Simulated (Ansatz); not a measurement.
# BH3+ (doublet): from Hartree-Fock to the top rungs, def2-QZVPP

An exercise on one series of results from a longer session: the logs are not shown, and one member is left open.

Program: Ansatz 0.2.0, Gaussian basis. Level of theory: def2-QZVPP, core rule «outside noble gas», up to 1 orbitals frozen. These are calculated values, not measurements.

The runs, in order: UHF; ROHF; CCSD(T) on UHF.

2 further runs of the same task are left out: 2 set aside as unsound or not needed.

## The geometry

The geometry is a PBE0/def2-TZVP stationary point (not a proven minimum) of the parent state, kept for this charge and spin.

4 atoms, charge 1, spin multiplicity 2.

Atoms are counted from 1 here; the program's logs count them from 0.

Bond lengths: B1–H2 1.281 Å, B1–H3 1.186 Å, B1–H4 1.281 Å. Angles: H2–B1–H3 117.7°, H2–B1–H4 49.8°, H3–B1–H4 117.7°.

The first run:

in.yaml

```yaml
crystal:
  periodic: [false, false, false]
  atoms:
    - {symbol: B, position_ang: [-0.114887, 0.000009, 0.089052]}
    - {symbol: H, position_ang: [0.311423, 0.539087, -0.991887]}
    - {symbol: H, position_ang: [0.609492, -0.000048, 1.028622]}
    - {symbol: H, position_ang: [0.311340, -0.539134, -0.991888]}
basis:
  gaussian: {orbitals: "def2-QZVPP.json"}
total_charge: 1
magnetization: {spin_polarized: true, initial_magnetization: 1}
hamiltonian: {xc: hf}
output: {orbitals: {seedname: orbitals}}
```

Run with:

```sh
$ ansatz run in.yaml --threads 1 --pin off --events-out ev --progress --plain --max-ram 2393MiB
```

Steps of the session up to this table: UHF; ROHF; CCSD(T) on UHF.

One of the session's tables, all rows but one given; the rest of the session is left out.

```
  method  from UCCSD(T) (kcal/mol)
    ROHF                    +74.56
     UHF                    +72.23
    UMP2                    +13.20
   UCCSD                         ?
UCCSD(T)                         0
```

Estimate the missing values for UCCSD.

The run gave: from UCCSD(T) (kcal/mol): +1.52. In the column «from UCCSD(T) (kcal/mol)» it lies between UCCSD(T) (0) and UMP2 (+13.20).
